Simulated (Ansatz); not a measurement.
## doublet COS(+): levels of theory in one basis

```xyz
3

O     0.0001    0.0140   -1.3459
C     0.0197    0.0096   -0.2125
S    -0.0133    0.0107    1.5127
```

Basis set: def2-SVP (spherical functions). Left uncorrelated: 7 orbitals. Correlation on ROHF uses semicanonical orbitals with singles. Charge 1, multiplicity 2.

Computed with Ansatz (development build ahead of 0.2.0); each method stands on the lowest determinant of its kind that the runs found.

```json
{"method": "ROHF", "E − E(ROHF) (eV)": "0.00", "<S²> of the determinant": "–"}
{"method": "UHF", "E − E(ROHF) (eV)": "-0.16", "<S²> of the determinant": "0.80"}
{"method": "ROHF-MP2", "E − E(ROHF) (eV)": "-11.13", "<S²> of the determinant": "–"}
{"method": "ROHF-CCSD(T)", "E − E(ROHF) (eV)": "-12.00", "<S²> of the determinant": "–"}
{"method": "UHF-CCSD(T)", "E − E(ROHF) (eV)": "-11.99", "<S²> of the determinant": "0.80"}
```

(1) What does UHF-MP2 give on the same scale?

(2) Is a single determinant a sound starting point here?

## Answers

(1) -11.02 eV.

(2) By this sign, yes. Unrestricted orbitals gain 0.16 eV and <S²> is 0.80 against 0.75 for a pure state.
